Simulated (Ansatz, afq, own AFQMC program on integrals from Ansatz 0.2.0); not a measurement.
## Where AFQMC and coupled cluster stand for SiNH$_{2}$, sextet

```xyz
4

Si    0.0095   -0.1038    0.6022
N    -0.0872    0.1443   -1.1807
H     0.2656    1.1829    1.3191
H     0.6831   -0.2976   -1.6914
```

Connectivity, by distances: SiH–NH.

Basis cc-pVDZ. Only valence electrons are correlated. Integrals, coupled cluster, full CI and functionals: Ansatz 0.2.0; the random walks run on the same integrals in our own AFQMC program. The CISD trial takes its coefficients from CCSD amplitudes. Released means that phaseless walkers are propagated on without the constraint, phases kept. ± is one standard error of the sampling.

Determinant: UHF, the one that the program's search chose, which needn't be the lowest solution. The geometry is a PBE0/def2-TZVP stationary point of this or a neighbouring charge and spin state.

No full CI on the walks' own integrals is used here; CCSDT(Q) serves as the reference and is uncertain by about the last step of the cluster series.

Cautions: another spin lies lower (by 6.74 eV); the released energies move by 1.5 errors or more from one time to the next, so no released level is given (meV from the phaseless value at times in 1/Eh: -7 ± 3 at 0.24, -12 ± 3 at 0.51, -11 ± 3 at 0.99, -10 ± 3 at 1.62, -17 ± 3 at 2.40), though the last usable value meets CCSDT(Q) within the noise; the ph-AFQMC/HF walk drifts between its halves (2.5 errors).

The T1 diagnostic is 0.0300, the weight of the determinant in the CISD state is 0.889 and the ⟨S²⟩ of the determinant is 8.762. The size of the correlated space is 11 electrons in 36 orbitals.

```
  level  correlation energy (eV)
    MP2                  -4.5121
   CCSD                  -5.4622
CCSD(T)                  -5.5976
```

(1) Estimate where phaseless AFQMC with a CISD trial lies against CCSD(T) on the same integrals.

(1) 2.7 ± 0.3 kJ/mol below CCSD(T).

Reference: CCSDT(Q), correlation energy -5.639 eV.

```csv
level,E − E(reference) (kJ/mol),share of correlation (%)
CCSD(T),4.0,99.26
CCSDT,0.7,99.86
ph-AFQMC/HF,2.9 ± 2.1,99.47
ph-AFQMC/CISD,1.3 ± 0.3,99.76
```
